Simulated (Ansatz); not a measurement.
## Quasi-harmonic linear expansion coefficient at 300 K of some solids

Method: PBE (PAW; Ansatz, a program for electronic structure). References are measured values.

Values in ×10⁻⁶/K.

| solid | reference | PBE | error (%) |
|---|---|---|---|
| zinc-blende BAs | 3.85 | 4.54 | +17.9 |
| hcp Sc | 10.2 | 11.0 | +7.8 |
| cubic BN | 1.2 | 1.92 | +60 |
| hcp Ru | 6.4 | 6.93 | +8.3 |
| bcc Li | 46 | 45.2 | -1.7 |
| hcp Hf | 5.9 | 7.58 | +28 |
| bcc Ba | 20.6 | 23.9 | +16.0 |

Over these 7 solids the mean error is +19.5 %, the mean absolute error 20 % (median 16.0 %), and the worst case cubic BN at +60 %; the value is above the reference in 6 of 7 cases.

Spin–orbit coupling is left out, also for the solids with elements from indium on (hcp Hf, bcc Ba); its size isn't shown.

Differences are worked out from the printed values.

Each level is taken at its own relaxed cell. Ansatz's density-functional and Hartree–Fock values are scalar-relativistic unless marked +SOC, with PAW data made under PBE.

Ansatz's runs of these crystals have no spin polarisation.

Not in this set, of the solids of all kinds but layered and molecular ones with a reference value in our tables and a result at some level: 6 for no value at PBE (not run, a failed fit, an unstable or unbound cell, or a value held back for tests); 6 for a run that failed a test (PBE). These can be a level's best or worst cases. At least 1 more with a reference value is held back for tests. Solids without a released value at any level aren't counted. The metals Ce to Yb are counted apart.

References as tabulated in Wikipedia's data pages; Ioffe Institute, NSM Archive, BN, thermal.
